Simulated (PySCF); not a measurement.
Basis and Hamiltonian dependence of the ionisation energy of Ne

Ne [Ne] (1S) → Ne⁺ [He] 2s2 2p5 (2P). All values are computed (PySCF 2.14, energy differences of UHF-based or UKS calculations, no spin-orbit coupling). Values in eV.

```csv
basis,Hamiltonian,functions,UHF,PBE,PBE0,MP2 (valence),CCSD(T) (valence),CCSD(T) (valence and next inner shell)
aug-cc-pVDZ-DK,spin-free X2C,23,19.829,21.731,21.550,21.593,21.403,n/a
ANO-RCC-VTZP,spin-free X2C,30,19.656,21.613,21.424,21.592,21.382,21.391
cc-pVTZ-DK,spin-free X2C,30,19.653,n/a,n/a,21.492,21.281,n/a
def2-TZVP,non-relativistic,31,19.673,n/a,21.428,21.534,21.321,n/a
x2c-TZVPPall,spin-free X2C,31,19.653,21.598,21.410,21.517,21.304,21.311
aug-cc-pVTZ-DK,spin-free X2C,46,19.673,21.662,21.455,21.647,21.442,n/a
x2c-QZVPPall,spin-free X2C,57,19.641,21.628,21.422,21.663,21.458,21.469
def2-QZVPPD,non-relativistic,66,19.660,21.650,21.442,21.688,21.486,21.497
dyall-av3z,spin-free X2C,71,19.642,21.644,21.433,21.625,21.421,n/a
dyall-acv3z,spin-free X2C,76,19.641,21.644,21.432,21.625,21.422,21.434
aug-cc-pVQZ-DK,spin-free X2C,80,19.642,21.645,21.434,21.718,21.515,n/a
aug-pcseg-3,non-relativistic,85,19.673,n/a,n/a,21.717,21.516,n/a
"aug-cc-pVQZ with one added diffuse shell each of s, p, d, f, g type",non-relativistic,105,19.660,21.661,21.451,21.736,n/a,n/a
aug-cc-pV5Z,non-relativistic,127,19.657,21.654,21.444,21.772,n/a,n/a
```

Extrapolation of CCSD(T) (valence) from aug-cc-pVTZ-DK and aug-cc-pVQZ-DK: the correlation parts are 1.770 and 1.873 eV; with the X⁻³ form and unrounded values, (4³ × 1.873 − 3³ × 1.770)/(4³ − 3³) = 1.949 eV, and adding the Hartree-Fock value 19.642 eV of the larger basis gives 21.590 eV.

Frozen in the all-electron rows: valence: 1s2; valence and next inner shell: nothing.

Reference for a calculation without spin-orbit coupling: 21.597 eV (measured, between term centres; NIST).
